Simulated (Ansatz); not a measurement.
Li2N. Total charge 0; doublet. Geometry PBE0-D4/def2-TZVP; atoms count from 1.

```xyz
3

Li   -0.132    1.503    0.885
Li    0.129   -1.504   -0.884
N     0.004    0.001   -0.001
```

The structure comes from a short search, and lower isomers may exist.

(1) Estimate the Mulliken populations from the PBE0/def2-TZVP orbitals of Ansatz.

(2) Where does the spin sit?

(3) And the Mayer bond orders between bonded heavy atoms (over 0.3)?

Answers

(1) 
| atom | charge (e) | spin (α − β) |
| --- | --- | --- |
| Li1 | 0.57 | -0.01 |
| Li2 | 0.57 | -0.01 |
| N3 | -1.14 | 1.02 |
Mulliken values and Mayer orders depend strongly on the basis.

(2) Summed by element: Li -0.02, N 1.02, of 1 unpaired in all. Largest on single atoms: N3 1.02, Li1 -0.01, Li2 -0.01.

(3) Li1–N3 0.73 (1.75 Å); Li2–N3 0.73 (1.75 Å).
